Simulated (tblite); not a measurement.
Compound: C5H7S (doublet state).
Cartesian coordinates in Å at the GFN2-xTB level; atoms count from 1:
```
atom  x, y, z in Å
C1    -1.371   -1.299   -0.280
C2    -0.477   -0.295   -0.317
C3    -0.915    1.138   -0.268
C4     0.923   -0.594   -0.404
C5     1.925    0.325   -0.445
S6     3.562   -0.083   -0.548
H7    -1.064   -2.330   -0.314
H8    -2.429   -1.114   -0.215
H9    -0.483    1.637    0.598
H10   -0.586    1.665   -1.163
H11   -1.997    1.205   -0.204
H12    1.194   -1.641   -0.438
H13    1.713    1.386   -0.413
```

Structure optimised with GFN2-xTB, isolated species. This method treats the open shell by occupation alone, without spin polarisation.

Take the most abundant isotopes and a rigid rotor. The values belong to one conformer with, in the numbering `[CH2:1]=[C:2]([CH3:3])[CH:4][CH:5]=[S:6]`, C1–C2–C4–C5 180°, C2–C4–C5–S6 180°.

(1) What are A, B and C (GHz)?

(2) What kind of rotor is it?

(3) What does the inertial defect say?

(4) Give the other two planar moments, Paa and Pbb, and the rms extents of the mass along the axes.

(5) List the rotational levels J(Ka,Kc) to J = 3 (K).

(6) Estimate the classical rotational partition function at 10 K, 25 K and 500 K.

Results:

(1) Ia = 60.64, Ib = 390.42, Ic = 447.92 u·Å²; 505379 MHz·u·Å²/I gives 8335, 1294 and 1128 MHz, that is A = 8.3347, B = 1.2944, C = 1.1283 GHz.

(2) A near-prolate asymmetric top. Ray's parameter κ = (2B − A − C)/(A − C) = -0.954; −1 is the prolate and +1 the oblate limit.

(3) Not planar: Δ = Ic − Ia − Ib = -3.14 u·Å². For a rigid frame Δ = −2 Σ m c², so Σ m c² = 1.57 u·Å² lies off the ab plane, practically all of it from hydrogen. The atom farthest from that plane is 0.88 Å away.

(4) Paa = Σ m a² = (Ib + Ic − Ia)/2 = 388.86 and Pbb = Σ m b² = (Ia + Ic − Ib)/2 = 59.07 u·Å². With the mass M = 99.03 u, the rms extents √(P/M) along a, b and c are 1.98, 0.77, 0.13 Å.

(5) Above 0(0,0), as E/k:
J = 1: 1(0,1) 0.116, 1(1,1) 0.454, 1(1,0) 0.462
J = 2: 2(0,2) 0.349, 2(1,2) 0.679, 2(1,1) 0.703, 2(2,1) 1.716, 2(2,0) 1.716
J = 3: 3(0,3) 0.697, 3(1,3) 1.015, 3(1,2) 1.063, 3(2,2) 2.065, 3(2,1) 2.066, 3(3,1) 3.775, 3(3,0) 3.775

(6) Point group Cs, symmetry number σ = 1; q = (√π/σ)·√((kT/h)³/(ABC)), k/h = 20836.6 MHz/K: 1530 at 10 K, 6040 at 25 K, 540000 at 500 K.

For this open shell read J as N, the rotation without spin; fine and hyperfine splittings come on top. Its GFN2-xTB frequencies are all real (lowest 134 cm⁻¹). These are rigid-rotor constants of the computed structure; measured ground-state constants (B0) also hold zero-point vibration.

On one thread, Arm Neoverse V2 (aarch64), shared host, this took 0.12 s. These figures are those of the optimisation.
